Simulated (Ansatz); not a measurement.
α-phase S was calculated with Hartree–Fock (Ansatz, a quantum-chemistry and plane-wave program, plane waves, PAW).

The input as run:

Ansatz 0.2 input:
```yaml
crystal:
  lattice:
    - [0.0, 6.5966685438, 12.4633374051]
    - [5.3966520602, 0.0, 12.4633374051]
    - [5.3966520602, 6.5966685438, 0.0]
  atoms:
    - { symbol: S, position: [0.7409587963, 0.8554521172, 0.8565993028] }
    - { symbol: S, position: [0.0469897837, 0.8565993028, 0.8554521172] }
    - { symbol: S, position: [0.8565993028, 0.0469897837, 0.7409587963] }
    - { symbol: S, position: [0.8554521172, 0.7409587963, 0.0469897837] }
    - { symbol: S, position: [0.9530102163, 0.1434006972, 0.1445478828] }
    - { symbol: S, position: [0.1434006972, 0.9530102163, 0.2590412037] }
    - { symbol: S, position: [0.1445478828, 0.2590412037, 0.9530102163] }
    - { symbol: S, position: [0.2590412037, 0.1445478828, 0.1434006972] }
    - { symbol: S, position: [0.8043512178, 0.6879160082, 0.7364514475] }
    - { symbol: S, position: [0.2712813266, 0.7364514475, 0.6879160082] }
    - { symbol: S, position: [0.7364514475, 0.2712813266, 0.8043512178] }
    - { symbol: S, position: [0.6879160082, 0.8043512178, 0.2712813266] }
    - { symbol: S, position: [0.7287186734, 0.2635485525, 0.3120839918] }
    - { symbol: S, position: [0.2635485525, 0.7287186734, 0.1956487822] }
    - { symbol: S, position: [0.3120839918, 0.1956487822, 0.7287186734] }
    - { symbol: S, position: [0.1956487822, 0.3120839918, 0.2635485525] }
    - { symbol: S, position: [0.6122798609, 0.735973162, 0.8330885601] }
    - { symbol: S, position: [0.318658417, 0.8330885601, 0.735973162] }
    - { symbol: S, position: [0.8330885601, 0.318658417, 0.6122798609] }
    - { symbol: S, position: [0.735973162, 0.6122798609, 0.318658417] }
    - { symbol: S, position: [0.681341583, 0.1669114399, 0.264026838] }
    - { symbol: S, position: [0.1669114399, 0.681341583, 0.3877201391] }
    - { symbol: S, position: [0.264026838, 0.3877201391, 0.681341583] }
    - { symbol: S, position: [0.3877201391, 0.264026838, 0.1669114399] }
    - { symbol: S, position: [0.2474146651, 0.0094290355, 0.5669996705] }
    - { symbol: S, position: [0.0094290355, 0.2474146651, 0.676156629] }
    - { symbol: S, position: [0.5669996705, 0.676156629, 0.2474146651] }
    - { symbol: S, position: [0.676156629, 0.5669996705, 0.0094290355] }
    - { symbol: S, position: [0.9905709645, 0.7525853349, 0.323843371] }
    - { symbol: S, position: [0.4330003295, 0.323843371, 0.7525853349] }
    - { symbol: S, position: [0.323843371, 0.4330003295, 0.9905709645] }
    - { symbol: S, position: [0.7525853349, 0.9905709645, 0.4330003295] }
kpoints:
  mp_grid: { grid: [4, 4, 4] }
hamiltonian:
  xc: hf
  pseudopotentials: { kind: paw }
  dispersion: none
scf:
  occupations: { method: gaussian, width: 0.02 }
output:
  forces: true
  stress: true
  eigenvalues: true
basis:
  ecutwfc: 500
  ecutrho_ratio: 4
  xc_grid: 2
magnetization:
  spin_polarized: false
```

Output (set-up and result lines):

```
WARN output.stress: scf.convergence.dr2_threshold = 1e-7 eV (the SCF's general default) is looser than the 1.6e-9 eV advised for a printed stress (1e-10 eV for …
WARN output.stress: scf.exx.energy_threshold = 1e-6 eV is looser than the 1.6e-7 eV advised for a stress under a hybrid functional (1e-8 eV for each atom of …
Crystal: 32 atoms, lattice volume = 887.388 Å³
Basis set: ecut = 500 eV, 22515 PW (Γ), exchange–correlation on 216×200×128 points (8 copies of the dense FFT grid, shifted against one another)
Bands: 128, of which v1, the nominal top of the filled ones, is band 96 counted from 1 (95 counted from 0)
Symmetry: 8 space group operations
Space group: Fddd (ITA 70), of the structure as read, at distance tolerance 9.6e-5 Å
k-points: 18 of 64
Functional: x = pbe(κ = 0.804, μ = 0.2195149727645171), c = none, warm-up for x = 0 pbe(κ = 0.804, μ = 0.2195149727645171) + 1 exact, c = none
SCF iter   1: F=—  HF=-28317.826526 eV  |F-HF|=—  |Δ(HF+E_count)|=         —  Δρ=3.51e-3  dr2=2.20e-1
SCF iter   2: F=—  HF=-28317.761865 eV  |F-HF|=—  |Δ(HF+E_count)|=   6.47e-2  Δρ=1.87e-3  dr2=5.21e-2
  ...
Crystal: 32 atoms, lattice volume = 887.388 Å³
Initial density: handed on by an earlier stage of this run
Functional: x = 0 pbe(κ = 0.804, μ = 0.2195149727645171) + 1 exact, c = none
  ...
  atom   8  S     -0.00131263    -0.19618960     0.39637029
  atom   9  S      0.29624355     0.21566063    -0.16248445
  atom  10  S      0.29624355    -0.21566063     0.16248445
  atom  11  S     -0.29624355     0.21566063     0.16248445
  atom  12  S     -0.29624355    -0.21566063    -0.16248445
  atom  13  S     -0.29624355     0.21566063    -0.16248445
  atom  14  S      0.29624355    -0.21566063    -0.16248445
  atom  15  S      0.29624355     0.21566063     0.16248445
  atom  16  S     -0.29624355    -0.21566063     0.16248445
  atom  17  S      0.13490661     0.34400375     0.15795039
  atom  18  S      0.13490661    -0.34400375    -0.15795039
  atom  19  S     -0.13490661     0.34400375    -0.15795039
  atom  20  S     -0.13490661    -0.34400375     0.15795039
  atom  21  S     -0.13490661     0.34400375     0.15795039
  atom  22  S      0.13490661    -0.34400375     0.15795039
  atom  23  S      0.13490661     0.34400375    -0.15795039
  atom  24  S     -0.13490661    -0.34400375    -0.15795039
  atom  25  S      0.26733803    -0.02761188    -0.39443970
  atom  26  S     -0.26733803     0.02761188    -0.39443970
  atom  27  S     -0.26733803    -0.02761188     0.39443970
  atom  28  S      0.26733803     0.02761188     0.39443970
  atom  29  S      0.26733803    -0.02761188     0.39443970
  atom  30  S      0.26733803     0.02761188    -0.39443970
  atom  31  S     -0.26733803    -0.02761188    -0.39443970
  atom  32  S     -0.26733803     0.02761188     0.39443970
--- Stress (GPa, compression-positive) ---
        0.960208      -0.000000      -0.000000
       -0.000000       0.546919      -0.000000
       -0.000000      -0.000000      -0.449645
  P = ⅓ Tr σ = 0.3525 GPa (3.525 kbar)
```

The PAW data were made under PBE.

Note: the PAW data were made under another functional than the one run. Note: cell and atoms aren't relaxed at this level (largest force component 0.40 eV/Å, pressure 0.4 GPa).
